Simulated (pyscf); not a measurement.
Optimised with ωB97X-D3(BJ)/def2-SVP in PySCF.

**Question.** Estimate the classical barrier height and the reaction energy of `[GeH3][SnH3]` + `[NH3]` → `[NH2][GeH2][SnH3]` + `[H][H]` at r²SCAN/def2-TZVP. The step runs on the singlet surface, breaks Ge–H, H–N and forms Ge–N, H–H; take the separated reactants as zero.

**Answer.** ΔE‡ = 205.9 kJ/mol, ΔE = +26.4 kJ/mol. ωB97M-D3(BJ)/def2-TZVP gives 220.8 kJ/mol and +31.5 kJ/mol. Zero-point energy shifts the barrier by -6.9 kJ/mol. It is a four-centre exchange, with an imaginary mode of 1401i cm⁻¹. On the reactant side the descent ends in a complex, 19.7 kJ/mol under the separated species and 238.6 kJ/mol under the saddle at ωB97X-D3(BJ)/def2-TZVP. At the saddle there is also a short Ge–H contact that neither side keeps. This is the saddle that the search found; another between the same sides may lie lower. Elements up to Kr have no core potential and no relativistic terms here. Elements past Kr carry the def2 core potentials, without spin-orbit coupling.
